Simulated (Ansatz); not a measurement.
# AlPH+ (triplet): from Hartree-Fock to the top rungs, cc-pVDZ

How much of the correlation energy of AlPH+ (triplet) does each wave-function method recover here?

The runs use Ansatz 0.2.0, Gaussian basis; cc-pVDZ, core rule «outside noble gas», up to 10 orbitals frozen.

To be run: UHF; CCSD(T) on ROHF; CCSD(T) on UHF; BCCD(T) on ROHF; CISD; CCSDT(Q) on ROHF; CCSDT(Q) on UHF; CCSDTQ on ROHF; CCSDTQ on UHF.

16 further runs of the same task are left out: 11 for a known fault of the program, 5 set aside as unsound or not needed.

## (1) The geometry

The geometry is a PBE0/def2-TZVP stationary point (not a proven minimum) of the parent state, kept for this charge and spin.

3 atoms, charge 1, spin multiplicity 3.

Atoms are counted from 1 here; the program's logs count them from 0.

Bond lengths: Al1–P2 2.392 Å, P2–H3 1.430 Å. Angles: Al1–P2–H3 98.4°.

As a file:

```xyz
3
AlHP
Al    0.0000    0.0348    1.3006
P     0.0000   -0.0736   -1.0887
H     0.0000    1.3304   -1.3605
```

## (2) UHF

File in.yaml:

```yaml
crystal:
  periodic: [false, false, false]
  atoms:
    - {symbol: Al, position_ang: [0.000000, 0.034843, 1.300562]}
    - {symbol: P, position_ang: [0.000000, -0.073644, -1.088657]}
    - {symbol: H, position_ang: [0.000000, 1.330368, -1.360548]}
basis:
  gaussian: {orbitals: cc-pVDZ}
total_charge: 1
magnetization: {spin_polarized: true, initial_magnetization: 2}
hamiltonian: {xc: hf}
output: {orbitals: {seedname: orbitals}}
```

The run is started by

```bash
> ansatz run in.yaml --threads 1 --pin off --events-out ev --progress --plain --max-ram 4096MiB --backend cpu
```

Further steps of the session: CCSD(T) on ROHF; CCSD(T) on UHF; BCCD(T) on ROHF; CISD; CCSDT(Q) on ROHF; CCSDT(Q) on UHF; CCSDTQ on ROHF; CCSDTQ on UHF.

Q: Predict the results of all the runs planned. Wanted: UCCSDTQ below the RHF energy; RMP2 from UCCSDTQ; UMP2 from UCCSDTQ; RCCSD from UCCSDTQ; RCCSD(T) from UCCSDTQ; UCCSD(T) from UCCSDTQ; RCCSDT(Q) from UCCSDTQ; UCCSDT(Q) from UCCSDTQ; T1 diagnostic.

As calculated:

```
                         quantity                                                                       value
     UCCSDTQ below the RHF energy                                                                  -4.6137 eV
                RMP2 from UCCSDTQ                                                                 +1018.2 meV
                UMP2 from UCCSDTQ                                                                 +1078.7 meV
               RCCSD from UCCSDTQ                                                                  +188.2 meV
            RCCSD(T) from UCCSDTQ                                                                   +39.9 meV
            UCCSD(T) from UCCSDTQ                                                                   +41.3 meV
           RCCSDT(Q) from UCCSDTQ                                                                    +1.3 meV
           UCCSDT(Q) from UCCSDTQ                                                                    +0.5 meV
levels within 1 kcal/mol (43 meV)  RCCSD(T), UCCSD(T), BCCD(T), RCCSDT, UCCSDT, RCCSDT(Q), UCCSDT(Q), RCCSDTQ
                    T1 diagnostic                                                                       0.034
```

What this shows: RCCSD(T) misses by +39.9 meV, 0.9 % of the correlation energy. These misses are within one basis, not against nature; the frozen cores of restricted and unrestricted runs differ, which can shift their rows.
